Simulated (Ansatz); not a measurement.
Results of PBE-D4 in Ansatz (plane waves, PAW) for bcc V.

Settings: plane-wave cutoff 520 eV, 26×26×26 k mesh, Fermi–Dirac smearing 0.05 eV, no spin polarisation, scalar-relativistic PAW data made under PBE.

Computed points:

```csv
V (Å³/atom),E − E_lowest (meV/atom),P (GPa)
12.394,30.82,13.14
12.657,13.21,8.33
12.921,3.17,3.95
13.185,0.00,-0.04
13.448,3.09,-3.66
13.712,11.86,-6.95
13.976,25.80,-9.94
```

Question: Estimate the bulk modulus from the pressures at 12.921 and 13.448 Å³/atom, and compare it with a fit to all energies.

Answer: B = −V dP/dV. Between V = 12.921 and 13.448 Å³/atom, dP/dV = (-3.66 − (3.95))/(13.448 − 12.921) = -14.4 GPa per Å³/atom; at the midpoint 13.184 Å³/atom this gives B ≈ 190 GPa. The third-order Birch–Murnaghan fit gives V0 = 13.182 Å³/atom, B0 = 190 GPa, B′ = 3.8, which lies within 1 % of that estimate.

Measured, for comparison: bulk modulus 161 GPa (corrected for temperature and zero-point phonon effects, our sources range from 159 to 166; as tabulated in Levämäki et al. (2014), arXiv:1402.3671); equilibrium volume per atom 13.79 Å³/atom (static lattice: zero-point anharmonic expansion removed; as tabulated in Mejia-Rodriguez and Trickey (2018), arXiv:1807.09216). Computed (rounded) less measured: bulk modulus +18 % (+14 % to +19 % over the range), equilibrium volume per atom -4.4 %.

Ansatz is a quantum-chemistry and plane-wave program.
